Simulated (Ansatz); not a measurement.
AlH6NSi (`N[SiH2][AlH2]`), relaxed with RKS PBE0-D4/def2-TZVP in Ansatz from a PBE-D4/def2-SVP geometry. The force threshold is 0.005 eV/Å; the program also tests the step.

The species carries charge 0 and has multiplicity 1.

Start:

```xyz
9

N    -1.080   -0.870   -0.912
Si   -0.572   -0.081    0.578
Al    1.724    0.723    0.193
H    -0.977   -0.333   -1.779
H    -1.987   -1.347   -0.917
H    -0.620   -1.130    1.665
H    -1.463    1.044    1.097
H     2.777    0.946    1.385
H     2.197    1.048   -1.309
```

Problem. How much energy does the relaxation release, and in how many steps? (Best estimate.)

Solution. Computed: 0.04 eV, in 13 steps, 2 of them rejected.

Problem. Which bonds change most? (An estimate is asked.)

Solution. Ansatz gave: N1–Si2 from 1.762 to 1.731 Å; Si2–H7 from 1.526 to 1.503 Å; Si2–H6 from 1.511 to 1.493 Å; N1–H4 from 1.024 to 1.007 Å.

Problem. Give the relaxed structure. (An estimate is asked.)

Solution. Ansatz gave: 
```xyz
9

N    -1.150   -0.824   -0.898
Si   -0.549   -0.120    0.564
Al    1.726    0.729    0.184
H    -0.943   -0.381   -1.778
H    -2.066   -1.244   -0.919
H    -0.566   -1.180    1.616
H    -1.404    0.978    1.131
H     2.686    1.090    1.399
H     2.265    0.953   -1.298
```
